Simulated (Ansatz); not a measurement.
# BSiNH (quartet): the correlation ladder, def2-QZVPP

The task here is to estimate one member of a computed series from the others.

Program: Ansatz 0.2.0, Gaussian basis. Level of theory: def2-QZVPP, core rule «outside noble gas», up to 7 orbitals frozen. These are calculated values, not measurements.

The runs, in order: UHF; ROHF; CCSD(T) on UHF.

5 further runs of the same task are left out: 1 that didn't finish, 4 set aside as unsound or not needed.

## What is computed

The geometry is a PBE0/def2-TZVP stationary point (not a proven minimum) of the parent state, kept for this charge and spin.

4 atoms, charge 0, spin multiplicity 4.

Atoms are counted from 1 here; the program's logs count them from 0.

Bond lengths: B1–Si2 2.112 Å, Si2–N3 1.551 Å, N3–H4 0.998 Å. Angles: B1–Si2–N3 121.5°, Si2–N3–H4 175.3°.

Set-up of the first run:

The input, in.yaml:

```yaml
crystal:
  periodic: [false, false, false]
  atoms:
    - {symbol: B, position_ang: [0.000000, -0.556516, 1.882798]}
    - {symbol: Si, position_ang: [0.000000, 0.426125, 0.012979]}
    - {symbol: N, position_ang: [0.000000, -0.366966, -1.319729]}
    - {symbol: H, position_ang: [0.000000, -0.805058, -2.216804]}
basis:
  gaussian: {orbitals: "def2-QZVPP.json"}
magnetization: {spin_polarized: true, initial_magnetization: 3}
hamiltonian: {xc: hf}
output: {orbitals: {seedname: orbitals}}
```

Launch:

```bash
> ansatz run in.yaml --threads 1 --pin off --events-out ev --progress --plain --max-ram 2393MiB
```

Among the steps run: UHF; ROHF; CCSD(T) on UHF.

One of the session's tables, all rows but one given; the rest of the session is left out.

| method | from UCCSD(T) (kJ/mol) |
| --- | --- |
| ROHF | +1087.1 |
| UHF | +1060.8 |
| UMP2 | +126.2 |
| UCCSD | ? |
| UCCSD(T) | 0 |

Q: Estimate the row for UCCSD from the others.

As computed: from UCCSD(T) (kJ/mol): +59.1. In the column «from UCCSD(T) (kJ/mol)» it lies between UCCSD(T) (0) and UMP2 (+126.2).
